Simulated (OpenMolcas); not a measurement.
CH2ClF (chlorofluoromethane): the vertical ionisation energy from total energies

CH2ClF: 5 atoms, total charge 0, spin state singlet. As SMILES, `FCCl`. The shape is that of a GFN2-xTB optimisation.

Both states at this one shape; open shells run unrestricted unless said. 1 Eh = 27.2114 eV.

| level | program | singlet CH2ClF (Eh) | doublet CH2ClF+ (Eh) | HOMO of the first (eV) |
| --- | --- | --- | --- | --- |
| SVWN5/ANO-L-MB | OpenMolcas | -596.700178 | -596.220930 | -8.36 |
| SVWN5/ANO-L-VDZP | OpenMolcas | -596.928481 | -596.507844 | -7.52 |
| SVWN5/ANO-L-VQZP (RICD fitting) | OpenMolcas | -596.955815 | -596.536937 | -7.54 |

**Question.** Work out the vertical ionisation energy at each level.

**Answer.** 
1. SVWN5/ANO-L-MB: -596.220930 − (-596.700178) = 0.479248 Eh = 13.04 eV; −ε(HOMO) = 8.36 eV.
2. SVWN5/ANO-L-VDZP: -596.507844 − (-596.928481) = 0.420637 Eh = 11.45 eV; −ε(HOMO) = 7.52 eV.
3. SVWN5/ANO-L-VQZP (RICD fitting): -596.536937 − (-596.955815) = 0.418878 Eh = 11.40 eV; −ε(HOMO) = 7.54 eV.

No measured value is set beside it here; the levels span 11.40 to 13.04 eV. In semi-local functionals −ε(HOMO) lies far under the ionisation energy, a result of self-interaction, while the difference of totals does much better. Minimal sets are far from the basis-set limit.
